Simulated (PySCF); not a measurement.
Excitation energies in several basis sets

Species: cyclopropylacetylene, C5H6.
InChI=1S/C5H6/c1-2-5-3-4-5/h1,5H,3-4H2

TDDFT with PBE0 (PySCF), vertical singlets, core orbitals frozen in the response, spherical d and f functions. Isolated species at its PBE0-D3(BJ)/def2-SVP geometry, gas phase.

```tsv
basis	functions	diffuse	S1 (eV)	S2 (eV)	S3 (eV)	S4 (eV)	S5 (eV)	LUMO (eV)	α (au)
6-31G*	82	no	6.35	6.80	6.95	8.64	8.85	1.56	46.3
def2-SVP	100	no	6.30	6.74	6.89	8.16	8.41	1.13	48.7
6-31+G*	102	yes	6.02	6.48	6.64	6.73	7.06	0.29	54.1
def2-SVPD	148	yes	6.15	6.59	6.76	7.13	7.53	0.66	57.2
aug-cc-pVDZ	169	yes	5.95	6.41	6.42	6.63	6.78	-0.01	58.9
def2-TZVP	191	no	6.14	6.57	6.75	7.76	7.89	0.84	55.6
def2-TZVPD	239	yes	6.03	6.48	6.66	6.75	7.13	0.35	58.9
```

Q: Compare the sets with the largest diffuse one.

A: States are compared by their number. Against the largest diffuse basis here (def2-TZVPD, itself not a converged limit), sets without diffuse functions differ by up to 0.32 eV in S1 and 1.72 eV in S5; the smaller diffuse sets differ by up to 0.12 and 0.40 eV. State by state, the largest deviation of a set without diffuse functions is S1 0.32, S2 0.33, S3 0.29, S4 1.88, S5 1.72 eV. The same number needn't mean the same state in each row. Against def2-TZVPD the polarisability deviates by -21% in 6-31G*, -17% in def2-SVP, -8% in 6-31+G*, -3% in def2-SVPD, 0% in aug-cc-pVDZ, -6% in def2-TZVP. A single + in a Pople set puts diffuse functions on heavy atoms only.
